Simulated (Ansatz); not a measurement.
A basis-limit estimate, worked out

An elementary step of C2H8Si, singlet (C₂H₈Si (C[SiH2]C) → CH₄Si ([CH3][SiH]) + CH₄; Si–C, Si–H broken or loosened, C–H formed or tightened). “Start” and “end” are the PBE0-D4/def2-TZVP structures reached by relaxing down either side of its saddle point, with the molecules still in contact.

Ansatz 0.2.0; basis: def2-TZVPP and def2-QZVPP; cores frozen in the correlated methods.

Energies in eV:

| quantity | end | start |
| --- | --- | --- |
| Hartree–Fock, triple zeta (X = 3) | -10049.09084 | -10051.46090 |
| Hartree–Fock, quadruple zeta (X = 4) | -10049.44087 | -10051.81894 |
| MP2 correlation, X = 3 | -13.39175 | -13.43572 |
| MP2 correlation, X = 4 | -14.23767 | -14.30125 |
| CCSD(T) correlation, X = 3 | -15.38541 | -15.27197 |

(1) Work out the step energy at the basis limit: extrapolate Hartree–Fock as E(X) = E∞ + A exp(−7.88 √X) and the MP2 correlation as E(X) = E∞ + B X^−2.97 (the exponents that Neese and Valeev fitted for def2-TZVPP and QZVPP), then add CCSD(T) − MP2 in triple zeta.

The T1 diagnostic stays at or below 0.014. The restricted Hartree–Fock reference is unstable towards an unrestricted one at one or more of these structures.

Results:

(1) Each step is linear, so take the differences first (end − start): Hartree–Fock 2.37006 (X = 3) and 2.37807 (X = 4); MP2 correlation 0.04397 and 0.06358; CCSD(T) correlation -0.11344.
Two points give E∞ = E(4) + w [E(4) − E(3)], with w = 1/(exp(7.88 (2 − √3)) − 1) = 0.1377 for Hartree–Fock and w = 1/((4/3)^2.97 − 1) = 0.7407 for the correlation.
Hartree–Fock: 2.37807 + 0.1377 × 0.00801 = 2.3792 eV.
MP2 correlation: 0.06358 + 0.7407 × 0.01961 = 0.0781 eV.
CCSD(T) − MP2: -0.11344 − 0.04397 = -0.1574 eV.
Sum: 2.3792 + 0.0781 + (-0.1574) = 2.2999 eV, or 53.04 kcal/mol. Plain CCSD(T) in triple zeta gives 2.2566 eV, so the larger basis shifts the result by 0.0433 eV.

Losses and insertions of silylenes and their heavier kin drive the gas-phase chemistry of silicon and germanium vapour deposition.

Labels in which every atom is bracketed show which atoms are joined, not bond orders.

For scale, one of the runs: CCSD(T)/def2-TZVPP, 216 basis functions, launched by `ansatz run in.yaml --threads 2 --pin off --events-out ev --progress --plain --max-ram 4352MiB`. Time: 64 s of wall clock on 2 CPU threads of an Arm Neoverse V2; the host was shared. Peak host memory: 3.1 GiB.
